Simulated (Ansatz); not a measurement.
A calculation with Ansatz (development build ahead of 0.2.0).

```yaml
crystal:
  periodic: [false, false, false]
  atoms:
    - { symbol: H, position_ang: [0.0, 0.0, 0.0] }
    - { symbol: Na, position_ang: [0.88108, 1.17477, 2.54345] }
basis:
  gaussian: { orbitals: STO-3G }
total_charge: 1
magnetization:
  initial_magnetization: 1
hamiltonian:
  xc: hf
correlation:
  method: fci
  frozen_orbitals: { H: 0, Na: 1 }
```

The input is written out in the form of the current development build from the run's settings.

Output:

```json
{
 "Converged": "yes",
 "Total energy": "-160.29260 hartree",
 "State": "lowest doublet root, of any spatial symmetry"
}
```
